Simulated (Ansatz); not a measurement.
in.yaml

```yaml
crystal:
  periodic: [false, false, false]
  atoms:
    - {symbol: Ga, position_ang: [0.000000, 0.000000, 0.000000]}
    - {symbol: H, position_ang: [0.000000, 0.000000, -1.593360]}
    - {symbol: H, position_ang: [0.000000, 0.000000, 1.593360]}
basis:
  gaussian: {orbitals: STO-3G}
magnetization: {spin_polarized: false, initial_magnetization: 1}
correlation: {method: ccsd, electrons: all}
```

```sh
$ ansatz run in.yaml --threads 1 --pin off --events-out ev --progress --plain --max-ram 2393MiB
```

The program prints:

```
198 factors; integrals over basis functions are off by at most 6.6e-5 eV
mean field evaluation 1: about -51753.7777 eV, gradient 8.8e0 eV
mean field evaluation 2: about -51753.7763 eV, gradient 8.8e0 eV
mean field evaluation 4: about -51754.2489 eV, gradient 2.3e-1 eV
mean field evaluation 8: about -51754.2489 eV, gradient 2.1e-6 eV
mean field evaluation 16: about -51754.2489 eV, gradient 7.2e-3 eV
mean field evaluation 32: about -51755.5443 eV, gradient 1.2e-2 eV
mean field evaluation 64: about -51755.3346 eV, gradient 9.9e-3 eV
mean field evaluation 96: about -51755.5421 eV, gradient 1.7e-1 eV
mean field evaluation 128: about -51755.3346 eV, gradient 1.0e-2 eV
mean field evaluation 160: about -51754.9123 eV, gradient 4.9e0 eV
...
mean field evaluation 544: about -51757.3321 eV, gradient 2.7e-1 eV
mean field evaluation 576: about -51757.6219 eV, gradient 5.9e-3 eV
mean field evaluation 608: about -51755.2320 eV, gradient 2.6e-1 eV
mean field evaluation 640: about -51757.6079 eV, gradient 3.1e-6 eV
mean field evaluation 672: about -51757.6066 eV, gradient 1.2e0 eV
mean field evaluation 704: about -51756.6585 eV, gradient 1.9e-1 eV
mean field evaluation 736: about -51757.8612 eV, gradient 5.6e-1 eV
mean field evaluation 768: about -51750.1899 eV, gradient 1.6e1 eV
mean field evaluation 800: about -51754.2495 eV, gradient 7.0e-4 eV
determinant -51755.54425521 eV, -1901.9811702111 hartree, with singles and doubles -51756.98909363 eV, -1902.0342670436 hartree
determinant -51755.53543301 eV, -1901.9808460014 hartree, with singles and doubles -51756.97243076 eV, -1902.0336546946 hartree
determinant -51755.33462398 eV, -1901.9734664055 hartree, with singles and doubles -51756.95671258 eV, -1902.0330770620 hartree
determinant -51755.02412583 eV, -1901.9620558088 hartree, with singles and doubles -51755.86877708 eV, -1901.9930961699 hartree
determinant -51754.86684633 eV, -1901.9562758939 hartree, with singles and doubles -51755.86624132 eV, -1901.9930029823 hartree
determinant -51754.24892227 eV, -1901.9335676034 hartree, with singles and doubles -51757.13440412 eV, -1902.0396071057 hartree
determinant -51755.54425521 eV, -1901.9811702111 hartree, with singles and doubles -51757.01175018 eV, -1902.0350996564 hartree
determinant -51755.53543301 eV, -1901.9808460014 hartree, with singles and doubles -51756.99898683 eV, -1902.0346306122 hartree
determinant -51755.33462398 eV, -1901.9734664055 hartree, with no singles and doubles
determinant -51754.24892227 eV, -1901.9335676034 hartree, with singles and doubles -51757.13236583 eV, -1902.0395321999 hartree
unrestricted determinant -51757.61740242 eV, -1902.0573569657 hartree, S^2 1.8470
reference -51754.24892227 eV, -1901.9335676034 hartree; 17, 16 occupied and 3, 4 virtual orbitals, 198 factors
second order -1.61073752 eV of doubles, -0.03644666 eV of singles
cycle   1  -2.88343950 eV  change    4.1e-6 eV  update   3.0e-6
WARN: in the space of 8 natural orbitals, full CI finds another state of this spin 1.111 eV below this run's state, or below the method's energy where it doesn't find this run's state
WARN: the results are in doubt because among natural orbitals full CI differs from the method by -0.107 eV
WARN: the method's energy lies above the unrestricted determinant's, so it is not that of the lowest state
Total energy: -51757.13236177 eV, -1902.0395320507 hartree
In doubt: among natural orbitals full CI differs from the method by -0.107 eV
```

Ran on 1 thread of Arm Neoverse V2, shared host: 11 s wall, 0.22 GiB peak host memory.
